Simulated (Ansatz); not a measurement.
Saddle point of CH7FSi, closed shell (CH₆Si ([CH3][SiH3]) + HF → CH₅FSi ([CH3][SiH2][F]) + H₂; bonds formed: Si1–F7, H2–H6; bonds broken: Si1–H2, H6–F7), PBE0-D4/def2-TZVP structure:

```csv
atom,x (Å),y (Å),z (Å)
Si1,-0.1024,-0.6671,0.0911
H2,1.4859,-1.0820,-0.3706
H3,-0.4521,-1.5115,-1.0991
H4,-0.7113,-1.4019,1.2207
C5,-0.6865,1.0425,-0.3365
H6,1.6589,-0.5880,0.4370
F7,1.2153,0.0390,1.3750
H8,-0.7035,1.6892,0.5402
H9,-1.6841,0.9892,-0.7794
H10,-0.0203,1.4907,-1.0784
```

Energies are electronic, without zero-point energy. Barriers and step energies count from the start structure reached by relaxing down the imaginary mode; all methods use the PBE0-D4 structures, on which another method's saddle can fall below an end. Program: Ansatz 0.2.0. Basis: def2-TZVPP, with def2-QZVPP for the basis limit. Cores are frozen in the correlated methods. B3LYP uses VWN-RPA correlation. Extrapolation: Hartree–Fock as exp(−7.88 √X), correlation as X^−2.97.

```tsv
method	barrier (kJ/mol)	step energy (kJ/mol)
SPW92	86.8	-89.0
PBE-D4	113.8	-96.7
BLYP-D4	125.5	-108.4
r2SCAN-D4	120.4	-111.2
B97M-V	133.7	-110.6
PBE0-D4	?	-98.3
B3LYP-D4	137.5	-108.9
r2SCAN0-D4	134.4	-109.1
BHLYP-D4	155.6	-112.4
CAM-B3LYP-D4	137.1	-110.7
wB97X-V	137.9	-108.6
wB97M-V	?	-109.5
B2PLYP	142.0	-111.0
PBE-QIDH	142.2	-104.6
RPA on PBE	?	-107.9
HF	202.3	-118.7
MP2	143.0	-111.5
CCSD	158.9	-107.1
CCSD(T)	149.6	-106.6
```

(1) Fill in the withheld barriers. (Judge from chemistry; the value comes from the calculation.)

The T1 diagnostic stays at or below 0.013.

Results:

(1) Computed: PBE0-D4 131.4; RPA on PBE 147.1; wB97M-V 134.0 kJ/mol. Each is the energy of the saddle less that of the start structure, by the same method.

For comparison, the barrier by CCSD(T) at an estimated basis limit (MP2 extrapolated from triple and quadruple zeta, plus CCSD(T) − MP2 in triple zeta) is 145.4 kJ/mol.

Labels in which every atom is bracketed show which atoms are joined, not bond orders.

For scale, one of the runs: CCSD(T)/def2-TZVPP, 202 basis functions, launched by `ansatz run in.yaml --threads 2 --pin off --events-out ev --progress --plain --max-ram 4352MiB`. Time: 62 s of wall clock on 2 CPU threads of an Arm Neoverse V2; the host was shared. Peak host memory: 2.5 GiB.
